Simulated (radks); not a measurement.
**Al²⁺ in [He] 2s2 2p5 3s2: an all-electron calculation**

One table from this session's results is given with a row withheld; the runs are named, their logs left out.

Method: non-relativistic Kohn-Sham, MS2 meta-GGA, spin-polarised, spherical densities, point nucleus; open shells are filled with parallel spins first. Code: radks (a radial shooting solver on a logarithmic mesh, Libxc functionals) version 1.

**The system**

```
element       : aluminium (Z = 13)
charge        : +2
electrons     : 11
configuration : [He] 2s2 2p5 3s2
```

The outer shells:

Al²⁺
```
[He] core
2s [↑↓]
2p [↑↓][↑↓][↑ ]
3s [↑↓]
```

Set-up of the first run:

The run's settings:

```text
Z 13
configuration [He] 2s2 2p5 3s2 3p0 4s0
relativity non-relativistic
functional ms2,regtpss
spin polarised
nucleus point
```

One table of the session follows, with a row left open; its other results are not shown here.

It belongs to the step «Orbitals and density». From the orbitals of this run (lengths in bohr):

```
  level     <r>  outermost maximum (interpolated)  90 % within  nodes
  1s up  0.1203                            0.0787        0.215      0
1s down  0.1202                            0.0787        0.215      0
  2s up  0.6027                             0.488        0.944      1
2s down  0.6069                             0.490        0.952      1
  2p up  0.5693                             0.419        0.949      0
2p down  0.5757                             0.422        0.962      0
  3s up   2.038                              1.78         3.01      2
3s down       ?                                 ?            ?      ?
  3p up   2.295                              1.97         3.45      1
3p down   2.316                              2.00         3.48      1
```

**Question.** Estimate the row for 3s down.

The run gave: <r>: 2.053; outermost maximum (interpolated): 1.79; 90 % within: 3.03; nodes: 2. In the column «<r>» it lies between 3s up (2.038) and 3p up (2.295).
